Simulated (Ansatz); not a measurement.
# AlH (singlet): wave-function methods side by side at distance Al1–H2 = 4.604 Å, cc-pVQZ

One table from this session's results is given with a row withheld; the runs are named, their logs left out.

Computed with Ansatz 0.2.0, Gaussian basis. Level: cc-pVQZ, core rule «outside noble gas», up to 5 orbitals frozen.

The runs, in order: UHF; CCSD(T) on RHF; CCSD(T) on UHF; BCCD(T) on RHF; CCSDT(Q) on RHF; CCSDT(Q) on UHF; CASSCF and NEVPT2, 4 electrons in 5 orbitals; Full CI.

17 further runs of the same task are left out: 10 that didn't finish, 7 set aside as unsound or not needed.

### What is computed

The geometry derives from a PBE0/def2-TZVP stationary point (not a proven minimum). One bond is set to the value named and the two fragments are kept rigid.

2 atoms, charge 0, spin multiplicity 1.

Atoms are counted from 1 here; the program's logs count them from 0.

No contacts short enough for the rule that draws bonds.

Set-up of the first run:

File in.yaml:

```yaml
crystal:
  periodic: [false, false, false]
  atoms:
    - {symbol: Al, position_ang: [0.000000, 0.000000, 0.000000]}
    - {symbol: H, position_ang: [0.000000, 0.000000, 4.604000]}
basis:
  gaussian: {orbitals: cc-pVQZ}
magnetization: {spin_polarized: true, initial_magnetization: 0}
hamiltonian: {xc: hf}
output: {orbitals: {seedname: orbitals}}
```

Launch:

```sh
$ ansatz run in.yaml --threads 1 --pin off --events-out ev --progress --plain --max-ram 2393MiB
```

Among the steps run: UHF; CCSD(T) on RHF; CCSD(T) on UHF; BCCD(T) on RHF; CCSDT(Q) on RHF; CCSDT(Q) on UHF; CASSCF and NEVPT2, 4 electrons in 5 orbitals; Full CI.

One of the session's tables, all rows but one given; the rest of the session is left out.

It belongs to the step «Misses and costs». 

```
   method  from FCI (kcal/mol)
      RHF               +88.50
      UHF               +34.59
     RMP2               +40.23
     UMP2               +10.63
    RCCSD                +7.41
    UCCSD                    ?
 RCCSD(T)               -10.25
 UCCSD(T)                +0.87
  BCCD(T)                -1.11
   RCCSDT                +0.29
   UCCSDT                +0.33
RCCSDT(Q)                -0.83
UCCSDT(Q)                +0.21
      FCI                    0
```

**Question.** Estimate the row for UCCSD.

As computed: from FCI (kcal/mol): +1.69. In the column «from FCI (kcal/mol)» it lies between UCCSD(T) (+0.87) and RCCSD (+7.41).

Left out of the table: CASSCF valence, NEVPT2 valence (the active space lost an orbital or holds another state than full CI finds).

Caveats from the session: The determinant is far from a pure spin state, so its energy mixes those of several spin states (harmless only where they are near-degenerate, as at dissociation). The report flags that the cluster equations may have other roots. The program flags RCCSD(T), BCCD(T), RCCSDT(Q) as in doubt, so those rows may rest on another solution; read them beside their warnings. RCCSD(T), BCCD(T), RCCSDT(Q) fall below full CI, which methods that aren't variational can do. Restricted and unrestricted rows rest on different reference determinants; where their highest levels disagree by more than a few hundredths of an eV, they describe different states and don't form one ladder.
